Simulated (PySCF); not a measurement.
**Basis-set dependence of population analyses: `FP(F)P(F)F`**

Compound: P₂F₄.
Cartesian coordinates in Å at the PBE0-D3(BJ)/def2-SVP level; atoms count from 1:
```
atom  x, y, z in Å
F1    -1.239   -0.978   -1.285
P2    -0.483   -1.025    0.142
F3    -1.678   -0.462    1.073
P4     0.487    1.014   -0.141
F5     1.281    0.976    1.264
F6     1.656    0.444   -1.099
```

PBE0 throughout (PySCF), one geometry, spherical d and f functions. Isolated species at its PBE0-D3(BJ)/def2-SVP geometry (one conformer only). Atoms taken as equivalent share a column and are averaged.

Mulliken charges (e):

| basis | functions | F1/F3/F5/F6 | P2/P4 |
| --- | --- | --- | --- |
| pcSseg-0 | 62 | -0.478 | +0.956 |
| cc-pVDZ | 92 | -0.308 | +0.617 |
| aug-cc-pVDZ | 146 | -0.470 | +0.940 |
| cc-pVTZ | 188 | -0.271 | +0.543 |
| IGLO-III | 228 | -0.406 | +0.812 |

IAO charges (e):

| basis | functions | F1/F3/F5/F6 | P2/P4 |
| --- | --- | --- | --- |
| pcSseg-0 | 62 | -0.417 | +0.833 |
| cc-pVDZ | 92 | -0.466 | +0.933 |
| aug-cc-pVDZ | 146 | -0.480 | +0.961 |
| cc-pVTZ | 188 | -0.486 | +0.971 |
| IGLO-III | 228 | -0.490 | +0.979 |

Q: Which scheme is steadiest as the basis changes?

A: Largest range over the bases for any column: IAO 0.15 e, Mulliken 0.41 e. IAO charges move least and Mulliken charges most, counted in e.

Q: How much do the charges still move between the two largest bases, cc-pVTZ and IGLO-III?

A: At most, over all atoms: Mulliken 0.269 e, IAO 0.008 e.

Q: What do the same runs give for the total energy, the frontier levels and the dipole moment?

A: 
```csv
basis,energy (Eh),HOMO (eV),LUMO (eV),μ (D)
pcSseg-0,-1079.7398,-7.75,-1.92,0.05
cc-pVDZ,-1081.5303,-7.21,-1.45,0.04
aug-cc-pVDZ,-1081.5910,-7.53,-1.91,0.04
cc-pVTZ,-1081.7329,-7.33,-1.70,0.04
IGLO-III,-1081.7556,-7.42,-1.76,0.04
```
